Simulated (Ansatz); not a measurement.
SiH2, triplet: bend scan

Starting geometry (PBE0/def2-TZVP stationary point for this spin, not checked as a minimum):

```yaml
atoms:
  - { symbol: Si, position_ang: [0.0000, -0.0507, 0.0000] }
  - { symbol: H, position_ang: [0.0000, 0.7069, -1.2784] }
  - { symbol: H, position_ang: [0.0000, 0.7069, 1.2784] }
```

From there the angle named below is changed in its plane at fixed bond lengths, both arms turning rigidly about the middle atom; atoms are numbered as listed. Energies are in kJ/mol, counted from the starting geometry at the same level.

Basis cc-pVDZ; Ansatz 0.2.0. Only valence electrons are correlated (noble-gas cores frozen). Prefix R: restricted or restricted open-shell reference; prefix U: unrestricted. Active spaces: valence = (6e, 6o) chosen from the atoms' valence shells.

Runs in a small pair space aren't shown, since their orbitals change along the scan.

Full CI is exact within this basis and frozen core; it isn't the basis-set limit. The frozen core follows each run's orbitals, which can shift R against U totals by a few meV.

| angle H2-Si1-H3 (°) | full CI | unpaired electrons (full CI) | error UCCSD | error RCCSD(T) | error UCCSD(T) | error RCCSDT | error NEVPT2 (valence space) | error MRCISD (valence space) |
| --- | --- | --- | --- | --- | --- | --- | --- | --- |
| 68.9 | 138.6 | 2.04 | 1.8 | 0.4 | 0.4 | 0.0 | -1.7 | -0.3 |
| 90.2 | 41.3 | 2.03 | 0.4 | 0.1 | 0.1 | 0.0 | -0.4 | -0.4 |
| 107.8 | 5.6 | 2.03 | 0.0 | 0.0 | 0.0 | 0.0 | 0.0 | -0.2 |
| 118.7 | 0.0 | 2.03 | 0.0 | 0.0 | 0.0 | 0.0 | 0.0 | 0.0 |
| 121.6 | 0.4 | 2.03 | 0.0 | 0.0 | 0.0 | 0.0 | -0.1 | 0.0 |
| 140.9 | 20.6 | 2.03 | 0.3 | 0.1 | 0.1 | 0.0 | -1.1 | 0.0 |
| 156.6 | 55.6 | 2.04 | 0.8 | 0.2 | 0.2 | 0.1 | -2.8 | -0.2 |
| 180.0 | 101.2 | 2.06 | 1.7 | 0.6 | 0.5 | 0.2 | -5.9 | -0.2 |

Unpaired electrons are Σ n²(2−n)² over natural occupations. Errors are those of relative energies. In total energy the starting point itself misses full CI by: UCCSD 6.5, RCCSD(T) 1.7, UCCSD(T) 1.6, RCCSDT 0.1, NEVPT2 (valence space) 56.2, MRCISD (valence space) 7.4 kJ/mol.

Spread of the error over the points with a reference, to 180.0 ° (largest less smallest): RCCSDT 0.2, MRCISD (valence space) 0.4, UCCSD(T) 0.5, RCCSD(T) 0.6, UCCSD 1.8, NEVPT2 (valence space) 6.0 kJ/mol.
